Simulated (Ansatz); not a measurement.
**C₈H₁₈: a ladder of functionals and wavefunction methods**

Aim: compute C₈H₁₈ with functionals from several rungs and with coupled cluster, and see how far each lands from CCSD(T) at the basis-set limit for the atomisation energy.

Computed with Ansatz 0.2.0, Gaussian basis. Level: functionals in def2-TZVPP, the program's frozen cores in correlated methods.

Levels to be run: LDA (SPW92), PBE-D4, revPBE-D4, BLYP-D4, r2SCAN-D4, B97M-V, PBE0-D4, B3LYP-D4, r2SCANh-D4, r2SCAN0-D4, HSE06-D4, BHLYP-D4, CAM-B3LYP-D4, LC-ωPBE, ωB97X-V, ωB97M-V, B2PLYP, PBE-QIDH; CCSD(T)/def2-SVP; CCSD(T)/def2-TZVPP; MP2/def2-QZVPP; extrapolation to the limit; RPA on PBE.

### Step 1. The relaxed structure

All runs share one geometry, relaxed beforehand with PBE0-D4 in a triple-zeta def2 set.

SMILES `CCCC(C)CCC`, 26 atoms, charge 0, spin multiplicity 1.

Atoms are counted from 1 here; the program's logs count them from 0.

Bond lengths: C1–C2 1.519 Å, C1–H9 1.094 Å, C1–H10 1.092 Å, C1–H11 1.094 Å, C2–C3 1.521 Å, C2–H12 1.095 Å, C2–H13 1.095 Å, C3–C4 1.531 Å, C3–H14 1.097 Å, C3–H15 1.096 Å, C4–C5 1.523 Å, C4–C6 1.527 Å, C4–H16 1.099 Å, C5–H17 1.093 Å, C5–H18 1.093 Å, C5–H19 1.093 Å, C6–C7 1.520 Å, C6–H20 1.097 Å and more. Angles: C2–C1–H9 111.1°, C2–C1–H10 111.7°, C2–C1–H11 111.1°, H9–C1–H10 107.7°, H9–C1–H11 107.4°, H10–C1–H11 107.7°, C1–C2–C3 112.2°, C1–C2–H12 109.3°, C1–C2–H13 109.2°, C3–C2–H12 110.0°, C3–C2–H13 109.8°, H12–C2–H13 106.1°, C2–C3–C4 115.9°, C2–C3–H14 108.8°, C2–C3–H15 108.6°, C4–C3–H14 108.2°, C4–C3–H15 109.3°, H14–C3–H15 105.6° and more.

### Step 2. LDA

This LDA is Slater exchange with PW92 correlation.

Contents of in.yaml:

```yaml
crystal:
  periodic: [false, false, false]
  atoms:
    - {symbol: C, position_ang: [-0.811085, -1.040661, -2.907499]}
    - {symbol: C, position_ang: [-0.776501, -0.191186, -1.648551]}
    - {symbol: C, position_ang: [-0.772555, -1.037731, -0.384499]}
    - {symbol: C, position_ang: [-0.788636, -0.265250, 0.937320]}
    - {symbol: C, position_ang: [-2.109592, 0.461374, 1.152192]}
    - {symbol: C, position_ang: [0.381708, 0.703614, 1.090706]}
    - {symbol: C, position_ang: [1.759528, 0.075056, 0.965311]}
    - {symbol: C, position_ang: [2.879118, 1.062128, 1.246629]}
    - {symbol: H, position_ang: [-1.708246, -1.665580, -2.935884]}
    - {symbol: H, position_ang: [-0.805943, -0.425368, -3.810217]}
    - {symbol: H, position_ang: [0.054077, -1.708297, -2.955364]}
    - {symbol: H, position_ang: [-1.637404, 0.485229, -1.643873]}
    - {symbol: H, position_ang: [0.112106, 0.448769, -1.669280]}
    - {symbol: H, position_ang: [-1.643982, -1.703877, -0.403125]}
    - {symbol: H, position_ang: [0.102448, -1.697079, -0.407671]}
    - {symbol: H, position_ang: [-0.693292, -1.014774, 1.734840]}
    - {symbol: H, position_ang: [-2.144962, 0.923473, 2.142206]}
    - {symbol: H, position_ang: [-2.958271, -0.223149, 1.071512]}
    - {symbol: H, position_ang: [-2.252800, 1.257893, 0.416900]}
    - {symbol: H, position_ang: [0.301421, 1.185178, 2.073177]}
    - {symbol: H, position_ang: [0.284447, 1.514581, 0.357971]}
    - {symbol: H, position_ang: [1.833494, -0.773743, 1.655733]}
    - {symbol: H, position_ang: [1.888996, -0.340919, -0.039351]}
    - {symbol: H, position_ang: [2.802877, 1.466299, 2.260022]}
    - {symbol: H, position_ang: [2.840629, 1.907415, 0.553478]}
    - {symbol: H, position_ang: [3.862430, 0.596584, 1.147338]}
basis:
  gaussian: {orbitals: def2-TZVPP}
hamiltonian: {xc: lda}
output: {orbitals: {seedname: orbitals}}
```

Further steps of the session: PBE-D4 (GGA); revPBE-D4 (GGA); BLYP-D4 (GGA); r2SCAN-D4 (meta-GGA); B97M-V (meta-GGA); PBE0-D4 (hybrid); B3LYP-D4 (hybrid); r2SCANh-D4 (hybrid); r2SCAN0-D4 (hybrid); HSE06-D4 (hybrid); BHLYP-D4 (hybrid); CAM-B3LYP-D4 (range-separated); LC-ωPBE-D4 (range-separated); ωB97X-V (range-separated); ωB97M-V (range-separated); B2PLYP (double hybrid); PBE-QIDH (double hybrid); CCSD(T) in def2-SVP; CCSD(T) in def2-TZVPP; MP2 in def2-QZVPP; RPA on PBE orbitals.

Q: Predict the results of all the runs planned. Wanted: atomisation energy, CCSD(T)/CBS; farthest beyond LDA; mean size of error, GGA; mean size of error, meta-GGA; mean size of error, hybrid; mean size of error, range-separated; mean size of error, double hybrid; gap, smallest and largest; T1 diagnostic.

**Answer**, as computed:

| quantity | value |
| --- | --- |
| atomisation energy, CCSD(T)/CBS | 2479.0 kcal/mol |
| functionals within 12.4 kcal/mol (0.5 %) | revPBE-D4, r2SCAN-D4, B97M-V, B3LYP-D4, r2SCANh-D4, r2SCAN0-D4, CAM-B3LYP-D4, LC-ωPBE, ωB97X-V, ωB97M-V, PBE-QIDH |
| farthest beyond LDA | BHLYP-D4 (-46.1 kcal/mol) |
| mean size of error, GGA | 21.5 kcal/mol |
| mean size of error, meta-GGA | 4.2 kcal/mol |
| mean size of error, hybrid | 16.5 kcal/mol |
| mean size of error, range-separated | 6.0 kcal/mol |
| mean size of error, double hybrid | 12.2 kcal/mol |
| gap, smallest and largest | 7.28 eV (LDA (SPW92)), 14.37 eV (LC-ωPBE) |
| T1 diagnostic | 0.0085 |
| triples share of the correlation energy | 3.8 % |

The LDA atomisation energy is off by 320.1 kcal/mol (13 %): it overbinds. PBE-D4 is off by +39.6 kcal/mol. Double hybrids carry the basis error of their MP2 part in triple zeta, and no dispersion term here, so their miss is partly the set-up's. The rungs meta-GGA, range-separated, double hybrid miss on average by less than the doubt on the reference (12.4 kcal/mol), so they tie. The reference freezes the cores and leaves out relativity and excitations past (T), so misses under about 12.4 kcal/mol can't be ranked. Hartree-Fock recovers 76 % of the binding; the rest is correlation. CCSD(T) in def2-SVP is off by -83.8 kcal/mol, so the small basis spoils what the method gains. Orbital gaps span 7.3 to 14.4 eV; exact exchange widens them.
